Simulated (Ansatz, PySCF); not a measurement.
Breaking a bond: SMILES C=O (CH₂O). The C1–O4 bond (C1 also carries H, H; O4 carries nothing else) is varied alone, starting from the PBE0/def2-TZVP optimised geometry.

Methods: RKS-B3LYP/6-31G* = restricted B3LYP/6-31G*, spherical d in PySCF 2.14.0; UCCSD(T) = CCSD(T) on UHF/cc-pVTZ, frozen core run with Ansatz (a quantum-chemistry and plane-wave program).

Energies relative to the lowest point of each curve near equilibrium, in mEh:

| R / Å | RKS-B3LYP/6-31G* |
|---|---|
| 0.97 | 159.1 |
| 1.09 | 28.7 |
| 1.23 | 0.7 |
| 1.25 | 2.6 |
| 1.31 | 13.6 |
| 1.38 | 33.5 |
| 1.50 | 76.5 |
| 1.79 | 185.3 |
| 1.97 | 242.6 |
| 2.61 | 364.3 |
| 3.26 | 398.7 |
| 3.57 | 405.7 |

Predict the corresponding UCCSD(T) column.

0.97: 152.2; 1.09: 27.8; 1.23: 0.5; 1.25: 2.6; 1.31: 13.7; 1.38: 33.1; 1.50: 74.4; 1.79: 174.7; 1.97: 220.0; 2.61: 280.9; 3.26: 286.2; 3.57: 286.7 (mEh).

The restricted form behind RKS-B3LYP/6-31G* keeps the bonding electrons paired and can't separate into open-shell fragments. The unrestricted determinant behind UCCSD(T) is spin-contaminated at 1.25 to 4.21 Å (<S²> up to 2.0, against 0.00 for a pure singlet).
